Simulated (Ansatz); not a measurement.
# AlSiH₅: ionisation energy by level of theory

An exercise on one series of results from a longer session: the logs are not shown, and one member is left open.

The runs use Ansatz 0.2.0, Gaussian basis; unrestricted cation, the program's frozen cores in correlated methods.

The runs, in order: UKS PBE-D4/def2-TZVPP; UKS r2SCAN-D4/def2-TZVPP; UKS PBE0-D4/def2-TZVPP; UKS B3LYP-D4/def2-TZVPP; UKS wB97X-V/def2-TZVPP; UKS wB97M-V/def2-TZVPP; UKS B2PLYP/def2-TZVPP; UHF-CCSD(T)/def2-TZVPP; UHF-CCSD(T)/def2-QZVPP; extrapolation to the limit; then −ε(HOMO) from the neutral's earlier runs with LDA (SPW92), PBE-D4, revPBE-D4, BLYP-D4, r2SCAN-D4, B97M-V, PBE0-D4, B3LYP-D4, r2SCANh-D4, r2SCAN0-D4, HSE06-D4, BHLYP-D4, CAM-B3LYP-D4, LC-ωPBE, ωB97X-V, ωB97M-V.

**The geometry**

An earlier PBE0-D4 in a triple-zeta def2 set relaxation fixed the geometry.

SMILES `[AlH2][SiH3]`, 7 atoms, charge 0, spin multiplicity 1.

Atoms are counted from 1 here; the program's logs count them from 0.

Bond lengths: Al1–Si2 2.457 Å, Al1–H3 1.589 Å, Al1–H4 1.589 Å, Si2–H5 1.492 Å, Si2–H6 1.492 Å, Si2–H7 1.490 Å. Angles: Si2–Al1–H3 121.5°, Si2–Al1–H4 119.5°, H3–Al1–H4 118.9°, Al1–Si2–H5 110.6°, Al1–Si2–H6 110.7°, Al1–Si2–H7 113.4°, H5–Si2–H6 106.8°, H5–Si2–H7 107.5°, H6–Si2–H7 107.5°.

Geometry (Å):

```xyz
7
charge 0, multiplicity 1
Al   -0.3332   -1.3727    0.0835
Si    0.2854    1.0003   -0.0648
H     0.6954   -2.4687    0.5975
H    -1.7937   -1.8299   -0.3437
H     0.1358    1.4948   -1.4649
H    -0.6149    1.8331    0.7855
H     1.6863    1.2749    0.3612
```

Set-up of the first run:

Contents of in.yaml:

```yaml
crystal:
  periodic: [false, false, false]
  atoms:
    - {symbol: Al, position_ang: [-0.333187, -1.372678, 0.083546]}
    - {symbol: Si, position_ang: [0.285410, 1.000263, -0.064778]}
    - {symbol: H, position_ang: [0.695405, -2.468676, 0.597521]}
    - {symbol: H, position_ang: [-1.793709, -1.829919, -0.343694]}
    - {symbol: H, position_ang: [0.135835, 1.494835, -1.464906]}
    - {symbol: H, position_ang: [-0.614899, 1.833144, 0.785503]}
    - {symbol: H, position_ang: [1.686345, 1.274932, 0.361209]}
basis:
  gaussian: {orbitals: def2-TZVPP}
total_charge: 1
magnetization: {spin_polarized: true, initial_magnetization: 1}
hamiltonian: {xc: pbe, dispersion: d4}
```

The run is started by

```
ansatz run in.yaml --threads 2 --pin off --events-out ev --progress --plain --max-ram 32768MiB --backend cpu
```

Among the steps run: Cation, UKS PBE-D4/def2-TZVPP; Cation, UKS r2SCAN-D4/def2-TZVPP; Cation, UKS PBE0-D4/def2-TZVPP; Cation, UKS B3LYP-D4/def2-TZVPP; Cation, UKS wB97X-V/def2-TZVPP; Cation, UKS wB97M-V/def2-TZVPP; Cation, UKS B2PLYP (frozen core)/def2-TZVPP; Cation, UHF-CCSD(T)/def2-TZVPP; Cation, UHF-CCSD(T)/def2-QZVPP.

One of the session's tables, all rows but one given; the rest of the session is left out.

It belongs to the step «Ionisation energies side by side». For comparison, −ε(HOMO) of the neutral from earlier runs:

```
  functional  −ε(HOMO) (eV)
 LDA (SPW92)           6.61
      PBE-D4           6.55
   revPBE-D4           6.52
     BLYP-D4           6.41
   r2SCAN-D4           6.79
      B97M-V           6.89
     PBE0-D4           7.62
    B3LYP-D4           7.42
  r2SCANh-D4           7.18
  r2SCAN0-D4              ?
    HSE06-D4           7.22
    BHLYP-D4           8.59
CAM-B3LYP-D4           8.88
     LC-ωPBE          10.19
     ωB97X-V           9.87
     ωB97M-V           9.61
```

Estimate the missing values for r2SCAN0-D4.

Worked estimate for «−ε(HOMO) (eV)». Against the share of exact exchange, r2SCAN-D4 (0, 6.79), r2SCANh-D4 (0.1, 7.18) give a slope of 3.90 per unit share; at 0.25 the line stands at 7.76.

As computed: −ε(HOMO) (eV): 7.77. In «−ε(HOMO) (eV)» the line misses by -0.01.

Caveats from the session: The cation may have settled in a state other than its lowest; no search over hole states beyond the program's own was made.
